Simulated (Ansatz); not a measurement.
## bcc Mo

All values below come from r²SCAN (Ansatz, a program for electronic structure, PAW).

Run with plane-wave cutoff 500 eV, 12×20×1 k mesh (along the axes of the cell as run), Fermi–Dirac smearing 0.1 eV, scalar-relativistic PAW data made under PBE.

Cell: relaxed at this level.

| Item | Value |
|---|---|
| surface energy of the (211) face | 3.13 J/m² |
| work function of the (211) face | 4.09 eV |

The slab of 12 atoms is relaxed and unreconstructed.

The computed numbers hold no vibrational or temperature effects.

The result took about 40 core-minutes (a rough figure).
